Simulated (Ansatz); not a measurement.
Debugging a ladder of basis sets of CH4Al, SMILES [CH3][AlH] (the Ansatz DFT code, driven from Python).

`ch4al.py`
```python
"""How the energy of CH4Al converges with the basis."""

import ansatz as az


def main() -> None:
    geometry_ang = [
        ("C", (-0.1421, -0.407, -0.5088)),
        ("Al", (0.9618, 0.7412, 0.6646)),
        ("H", (-1.2181, -0.4925, -0.0616)),
        ("H", (0.3545, -1.3439, -0.6785)),
        ("H", (-0.3085, 0.1396, -1.5167)),
        ("H", (0.3945, 1.2986, 2.0548)),
    ]
    system = az.Crystal.molecule()
    for symbol, xyz in geometry_ang:
        system = system.atom(symbol, xyz)

    job = (
        system.calculation()
        .correlation("ccsd_t")
        .spin("collinear", total=5)
    )

    energies = {}
    for basis in ["cc-pVDZ", "cc-pVTZ"]:
        data = job.basis(gaussian=basis).run(threads=1, pin="off").report
        size = data["n_frozen"] + data["n_occupied"][0] + data["n_virtual"][0]
        energies[basis] = (data["reference_energy_ev"] / 27.211386246, data["free_energy_ev"] / 27.211386246)
        print(f"{basis:14s} {size:4d} orbitals  reference {energies[basis][0]:14.6f} Ha  total {energies[basis][1]:14.6f} Ha")

    # correlation energy at the basis limit from E(X) = E + A / X^3
    small, large = (energies[b][1] - energies[b][0] for b in ("cc-pVDZ", "cc-pVTZ"))
    limit = (3 ** 3 * large - 2 ** 3 * small) / (3 ** 3 - 2 ** 3)
    print(f"correlation energy: {small:.6f} and {large:.6f} Ha, extrapolated {limit:.6f} Ha")
    print(f"share caught by the larger set: {100 * large / limit:.1f} %")


if __name__ == "__main__":
    main()
```

```console
$ python ch4al.py
cc-pVDZ          52 orbitals  reference    -281.666999 Ha  total    -281.849032 Ha
cc-pVTZ         120 orbitals  reference    -281.697506 Ha  total    -281.919117 Ha
correlation energy: -0.182032 and -0.221611 Ha, extrapolated -0.238276 Ha
share caught by the larger set: 93.0 %
```

The script ran to its end, but the result can't be trusted. Why?

The fault: the spin state is higher than the ground state's. Mended:

```diff
--- before
+++ after
@@ -21,3 +21,3 @@
         .correlation("ccsd_t")
-        .spin("collinear", total=5)
+        .spin("collinear", total=1)
     )
```

With that change:

```console
$ python ch4al.py
cc-pVDZ          52 orbitals  reference    -282.065480 Ha  total    -282.304583 Ha
cc-pVTZ         120 orbitals  reference    -282.089241 Ha  total    -282.372951 Ha
correlation energy: -0.239103 and -0.283710 Ha, extrapolated -0.302492 Ha
share caught by the larger set: 93.8 %
```

The drop along the ladder measures the basis error, and is no property of the molecule. The geometry is a force-field or estimated start, not a minimum of this method, and the last set is no limit. Much of the fall in a total is atomic energy, which cancels in bond and reaction energies. The species is open-shell (spin multiplicity 2). Inner cores stay frozen, so this is valence correlation. For Al to Cl the sets with a tight d function, cc-pV(X+d)Z, are usual. An extrapolation from small basis sets is rough. Run time: 21 s on 1 thread of Arm Neoverse V2 (shared host), peak memory 1.1 GiB.
